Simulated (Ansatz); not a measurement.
Results of B3LYP (VWN-RPA form) in Ansatz (PAW) for tetragonal perovskite BaTiO3 (room-temperature form, which distorts further on cooling).

Settings: plane-wave cutoff 460 eV, 6×6×6 k mesh, Fermi–Dirac smearing 0.01 eV, no spin polarisation, scalar-relativistic PAW data made under PBE.

Cell (relaxed at this level):

```cif
data_BaO3Ti
_chemical_formula_sum 'Ba1 Ti1 O3'
_space_group_name_H-M_alt 'P 1'
_space_group_IT_number 1
_cell_length_a 3.96112
_cell_length_b 3.96112
_cell_length_c 4.33853
_cell_angle_alpha 90.000
_cell_angle_beta 90.000
_cell_angle_gamma 90.000
loop_
_space_group_symop_operation_xyz
  'x, y, z'
loop_
_atom_site_label
_atom_site_type_symbol
_atom_site_fract_x
_atom_site_fract_y
_atom_site_fract_z
_atom_site_occupancy
Ba1 Ba 0.00000 0.00000 0.02295 1
Ti1 Ti 0.50000 0.50000 0.53739 1
O1 O 0.50000 0.50000 0.94675 1
O2 O 0.00000 0.50000 0.47845 1
O3 O 0.50000 0.00000 0.47845 1
```

**Question.** Predict the band gap and smallest direct gap on the k points sampled.

**Answer.** 
* **band gap**: 3.65 eV (on the SCF k mesh)
* **smallest direct gap on the k points sampled**: 4.29 eV

Note: the relaxation could not lower the start's symmetry, so the cell can be a saddle point above a distorted one.

Spin–orbit coupling is not included.

Computing time: very roughly 2.0 core-hours.

Ansatz is a quantum-chemistry and plane-wave program.
